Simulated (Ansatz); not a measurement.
## Ni: pressure series

Consider Ni in the fcc (Cu type) structure (space group Fm-3m, No. 225; a = 3.5184 Å; ferromagnetic).

Cell and atoms are relaxed at each pressure.

Calculations: PBE (Ansatz, a first-principles code), no spin-orbit coupling.

```csv
pressure (GPa),volume per atom (Å³/atom)
-2,11.002
-1,10.944
0,10.889
1.8,10.793
9,10.451
18,?
30,9.715
45,9.326
60,9.006
```

Q: Fit the third-order Birch–Murnaghan form P(V) = (3B₀/2)[(V₀/V)^(7/3) − (V₀/V)^(5/3)]·[1 + (3/4)(B₀′ − 4)((V₀/V)^(2/3) − 1)] (squares taken in P) to the rows shown and predict the withheld row.

A: Least squares on the printed values gives V₀ = 10.889 Å³/atom, B₀ = 200 GPa, B₀′ = 4.8; this predicts 10.100 Å³/atom, and the run gives 10.099 Å³/atom, in agreement.

Measured bulk modulus of Ni: 192.5 GPa (static lattice; corrected from measurement; as listed in Daniel Mejia-Rodriguez, S. B. Trickey, Phys. Rev. B (2018)); the computed value is 4 % above it.

The magnetic state is the one reached from the starting moments; the real material's order can differ, and small cells can't hold many antiferromagnetic ones. Load acts through the strain it causes; cell and atoms are relaxed under it. Stability against distortions was not tested. Competing high-pressure phases were not computed.
